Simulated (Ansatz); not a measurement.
# C4H7N: a ladder of functionals and wavefunction methods

One table from this session's results is given with a row withheld; the runs are named, their logs left out.

The runs use Ansatz 0.2.0, Gaussian basis; functionals in def2-TZVPP, the program's frozen cores in correlated methods.

Plan: LDA (SPW92), PBE-D4, revPBE-D4, BLYP-D4, r2SCAN-D4, B97M-V, PBE0-D4, B3LYP-D4, r2SCANh-D4, r2SCAN0-D4, HSE06-D4, BHLYP-D4, CAM-B3LYP-D4, LC-ωPBE, ωB97X-V, ωB97M-V, B2PLYP, PBE-QIDH; CCSD(T)/def2-SVP; CCSD(T)/def2-TZVPP; MP2/def2-QZVPP; extrapolation to the limit; RPA on PBE.

## The relaxed structure

The geometry comes from an earlier relaxation with PBE0-D4 in a triple-zeta def2 set; it is a stationary point, not always the lowest conformer.

SMILES `CC=C=CN`, 12 atoms, charge 0, spin multiplicity 1.

Atoms are counted from 1 here; the program's logs count them from 0.

Bond lengths: C1–C2 1.498 Å, C1–H6 1.094 Å, C1–H7 1.095 Å, C1–H8 1.090 Å, C2–C3 1.304 Å, C2–H9 1.092 Å, C3–C4 1.308 Å, C4–N5 1.399 Å, C4–H10 1.088 Å, N5–H11 1.009 Å, N5–H12 1.009 Å. Angles: C2–C1–H6 110.8°, C2–C1–H7 110.7°, C2–C1–H8 111.2°, H6–C1–H7 106.8°, H6–C1–H8 108.6°, H7–C1–H8 108.5°, C1–C2–C3 125.4°, C1–C2–H9 116.0°, C3–C2–H9 118.6°, C2–C3–C4 177.7°, C3–C4–N5 126.6°, C3–C4–H10 119.1°, N5–C4–H10 114.2°, C4–N5–H11 113.3°, C4–N5–H12 113.4°, H11–N5–H12 110.8°.

Set-up of the first run:

Input file in.yaml:

```yaml
crystal:
  periodic: [false, false, false]
  atoms:
    - {symbol: C, position_ang: [-1.535079, -0.098538, 1.478764]}
    - {symbol: C, position_ang: [-0.109714, -0.395397, 1.125324]}
    - {symbol: C, position_ang: [0.522007, 0.069672, 0.084216]}
    - {symbol: C, position_ang: [1.201814, 0.525130, -0.935706]}
    - {symbol: N, position_ang: [1.393948, -0.117748, -2.163838]}
    - {symbol: H, position_ang: [-2.123157, -1.020188, 1.530134]}
    - {symbol: H, position_ang: [-1.598602, 0.373400, 2.464292]}
    - {symbol: H, position_ang: [-1.993489, 0.566154, 0.746410]}
    - {symbol: H, position_ang: [0.426086, -1.055156, 1.810454]}
    - {symbol: H, position_ang: [1.741585, 1.463940, -0.834936]}
    - {symbol: H, position_ang: [1.398130, 0.515048, -2.949774]}
    - {symbol: H, position_ang: [0.753374, -0.881419, -2.321141]}
basis:
  gaussian: {orbitals: def2-TZVPP}
hamiltonian: {xc: lda}
output: {orbitals: {seedname: orbitals}}
```

Among the steps run: LDA; PBE-D4 (GGA); revPBE-D4 (GGA); BLYP-D4 (GGA); r2SCAN-D4 (meta-GGA); B97M-V (meta-GGA); PBE0-D4 (hybrid); B3LYP-D4 (hybrid); r2SCANh-D4 (hybrid); r2SCAN0-D4 (hybrid); HSE06-D4 (hybrid); BHLYP-D4 (hybrid); CAM-B3LYP-D4 (range-separated); LC-ωPBE (range-separated); ωB97X-V (range-separated); ωB97M-V (range-separated); B2PLYP (double hybrid); PBE-QIDH (double hybrid).

One table of the session follows, with a row left open; its other results are not shown here.

It belongs to the step «Orbital energies across the functionals». 

```
  functional  HOMO (eV)  LUMO (eV)  gap (eV)
 LDA (SPW92)      -4.88      -0.80      4.08
      PBE-D4      -4.73      -0.61      4.13
   revPBE-D4      -4.68      -0.53      4.15
     BLYP-D4      -4.61      -0.52      4.09
   r2SCAN-D4      -4.92      -0.29      4.63
      B97M-V      -4.99      -0.33      4.67
     PBE0-D4      -5.91       0.35      6.26
    B3LYP-D4      -5.71       0.07      5.78
  r2SCANh-D4          ?          ?         ?
  r2SCAN0-D4      -6.04       0.56      6.60
    HSE06-D4      -5.51      -0.03      5.48
    BHLYP-D4      -6.98       1.25      8.23
CAM-B3LYP-D4      -7.23       1.34      8.57
     LC-ωPBE      -8.55       2.59     11.14
     ωB97X-V      -8.20       2.44     10.64
     ωB97M-V      -8.11       2.14     10.25
```

Q: Estimate the row for r2SCANh-D4 from the others.

Worked estimate for «HOMO (eV)». Against the share of exact exchange, r2SCAN-D4 (0, -4.92), r2SCAN0-D4 (0.25, -6.04) give a slope of -4.48 per unit share; at 0.1 the line stands at -5.37.

As computed: HOMO (eV): -5.37; LUMO (eV): 0.06; gap (eV): 5.42. In «HOMO (eV)» the line misses by 0.00.
